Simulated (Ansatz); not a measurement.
**The sulfur atom (triplet): from Hartree-Fock to the top rungs, cc-pVDZ**

An exercise on one series of results from a longer session: the logs are not shown, and one member is left open.

Computed with Ansatz 0.2.0, Gaussian basis. Level: cc-pVDZ, core rule «outside noble gas», up to 5 orbitals frozen.

Plan: UHF; CCSD(T) on ROHF; Full CI.

**The atom**

A free atom, in its lowest state of this spin that the program finds.

1 atom, charge 0, spin multiplicity 3.

Set-up of the first run:

The input, in.yaml:

```yaml
crystal:
  periodic: [false, false, false]
  atoms:
    - {symbol: S, position_ang: [0.000000, 0.000000, 0.000000]}
basis:
  gaussian: {orbitals: cc-pVDZ}
magnetization: {spin_polarized: true, initial_magnetization: 2}
hamiltonian: {xc: hf}
output: {orbitals: {seedname: orbitals}}
```

Started as:

```bash
$ ansatz run in.yaml --threads 1 --pin off --events-out ev --progress --plain --max-ram 2393MiB
```

Among the steps run: UHF; CCSD(T) on ROHF; Full CI.

One table of the session follows, with a row left open; its other results are not shown here.

```
  method  from FCI (kJ/mol)
    ROHF                  ?
     UHF             +273.3
    RMP2              +51.3
   RCCSD               +4.2
RCCSD(T)               +1.0
     FCI                  0
```

**Question.** Estimate the row for ROHF.

As computed: from FCI (kJ/mol): +283.7. In the column «from FCI (kJ/mol)» it is the highest.

Limits of these values: Levels on UHF freeze UHF's core orbitals, full CI those of ROHF, so the U rows can settle a little off it for that reason alone.
